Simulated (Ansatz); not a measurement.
# CH₄O (triplet): wave-function methods side by side at distance O1–H3 along a hydrogen transfer = 0.892 Å, cc-pVDZ

How much of the correlation energy of CH₄O (triplet) does each wave-function method recover here?

The runs use Ansatz 0.2.0, Gaussian basis; cc-pVDZ, core rule «outside noble gas», up to 2 orbitals frozen.

The runs, in order: UHF; CCSD(T) on ROHF; CCSD(T) on UHF; BCCD(T) on ROHF; CISD; CCSDT(Q) on ROHF; CCSDT(Q) on UHF; CASSCF and MRCISD+Q, 4 electrons in 4 orbitals; CASSCF and NEVPT2, 4 electrons in 4 orbitals.

9 further runs of the same task are left out: 7 that didn't finish, 2 set aside as unsound or not needed.

## Step 1: The system

The geometry derives from fragments relaxed apart (PBE0/def2-TZVP) and kept rigid, so it is no stationary point. A hydrogen atom is moved between rigid fragments.

6 atoms, charge 0, spin multiplicity 3.

Atoms are counted from 1 here; the program's logs count them from 0.

Bond lengths: O1–H2 0.960 Å, O1–H3 0.892 Å, C4–H5 1.079 Å, C4–H6 1.079 Å. Angles: H2–O1–H3 105.1°, H5–C4–H6 134.8°.

## Step 2: UHF

The input, in.yaml:

```yaml
crystal:
  periodic: [false, false, false]
  atoms:
    - {symbol: O, position_ang: [-1.070209, -0.029147, 0.000000]}
    - {symbol: H, position_ang: [-1.319518, 0.897428, 0.000000]}
    - {symbol: H, position_ang: [-0.178209, -0.029147, 0.000000]}
    - {symbol: C, position_ang: [1.268791, -0.029147, 0.000000]}
    - {symbol: H, position_ang: [1.683259, -0.029147, 0.996161]}
    - {symbol: H, position_ang: [1.683259, -0.029147, -0.996161]}
basis:
  gaussian: {orbitals: cc-pVDZ}
magnetization: {spin_polarized: true, initial_magnetization: 2}
hamiltonian: {xc: hf}
output: {orbitals: {seedname: orbitals}}
```

The run is started by

```sh
$ ansatz run in.yaml --threads 1 --pin off --events-out ev --progress --plain --max-ram 2393MiB
```

Further steps of the session: CCSD(T) on ROHF; CCSD(T) on UHF; BCCD(T) on ROHF; CISD; CCSDT(Q) on ROHF; CCSDT(Q) on UHF; CASSCF and MRCISD+Q, 4 electrons in 4 orbitals; CASSCF and NEVPT2, 4 electrons in 4 orbitals.

Q: Predict the results of all the runs planned. Wanted: UCCSDT(Q) below the RHF energy; RMP2 from UCCSDT(Q); UMP2 from UCCSDT(Q); RCCSD from UCCSDT(Q); RCCSD(T) from UCCSDT(Q); UCCSD(T) from UCCSDT(Q); RCCSDT(Q) from UCCSDT(Q); NEVPT2 pair from UCCSDT(Q); MRCISD+Q pair from UCCSDT(Q).

The runs gave:

| quantity | value |
| --- | --- |
| UCCSDT(Q) below the RHF energy | -9.4033 eV |
| RMP2 from UCCSDT(Q) | +988.1 meV |
| UMP2 from UCCSDT(Q) | +979.0 meV |
| RCCSD from UCCSDT(Q) | +192.8 meV |
| RCCSD(T) from UCCSDT(Q) | +32.6 meV |
| UCCSD(T) from UCCSDT(Q) | +31.8 meV |
| RCCSDT(Q) from UCCSDT(Q) | +1.2 meV |
| NEVPT2 pair from UCCSDT(Q) | +1004.5 meV |
| MRCISD+Q pair from UCCSDT(Q) | +96.7 meV |
| levels within 1 kcal/mol (43 meV) | RCCSD(T), UCCSD(T), BCCD(T), RCCSDT, UCCSDT, RCCSDT(Q) |
| T1 diagnostic | 0.019 |

**Reading.** RCCSD(T) misses by +32.6 meV, 0.3 % of the correlation energy. Of the multireference levels listed MRCISD+Q pair comes nearest in total energy (+96.7 meV), which doesn't show that its space is the better one. These misses are within one basis, not against nature; the frozen cores of restricted and unrestricted runs differ, which can shift their rows.
